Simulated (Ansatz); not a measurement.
```yaml
crystal:
  periodic: [false, false, false]
  atoms:
    - {symbol: Si, position_ang: [-1.743910, -0.607177, -0.010294]}
    - {symbol: Ge, position_ang: [0.133736, 0.672014, 0.008365]}
    - {symbol: Si, position_ang: [1.505317, -1.138720, -0.011254]}
    - {symbol: H, position_ang: [-2.989838, 0.217586, -0.002405]}
basis:
  gaussian: {orbitals: def2-TZVP}
magnetization: {spin_polarized: true, initial_magnetization: 1}
hamiltonian: {xc: pbe0}
relax: {f_tol: 0.004, max_steps: 80}
```

```sh
$ ansatz run in.yaml --threads 1 --pin off --events-out ev --progress --plain --max-ram 2176MiB
```

Steps of the relaxation (energy above the last step; positions in Å, forces in eV/Å):

```
4
step 1, 1464.2 meV
Si   -1.744   -0.607   -0.010    0.595   -0.310   -0.003
Ge    0.134    0.672    0.008    0.087    0.070    0.001
Si    1.505   -1.139   -0.011   -0.428    0.066    0.000
H    -2.990    0.218   -0.002   -0.254    0.174    0.002
```

```
4
step 2, 1261.6 meV
Si   -1.637   -0.651   -0.011    0.631   -0.169   -0.001
Ge    0.127    0.772    0.010    0.171    0.554    0.007
Si    1.311   -1.157   -0.012   -0.717   -0.220   -0.004
H    -2.895    0.181   -0.003   -0.085   -0.165   -0.002
```

```
4
step 3, 926.1 meV
Si   -1.520   -0.657   -0.011    0.447    0.338    0.005
Ge    0.160    0.884    0.011    0.141    0.374    0.005
Si    1.120   -1.194   -0.013   -0.947   -0.145   -0.003
H    -2.855    0.110   -0.003    0.359   -0.566   -0.006
```

```
4
step 10, 0.0 meV
Si   -1.344   -0.427   -0.007    0.000    0.000    0.000
Ge    0.454    1.147    0.015    0.000    0.001    0.000
Si    0.625   -1.272   -0.014    0.000    0.000    0.000
H    -2.830   -0.304   -0.008    0.000    0.000    0.000
```

Close pairs at the end: Si1–H4 1.491 Å, Si1–Si3 2.142 Å, Si1–Ge2 2.391 Å, Ge2–Si3 2.426 Å.

A stationary point of unrestricted PBE0 after 10 steps, with ⟨S²⟩ = 0.760 against 0.75 for a pure state; no frequencies were run, so it isn't proven a minimum. 1.9 min on 1 thread of Intel Xeon Platinum 8488C, shared host.
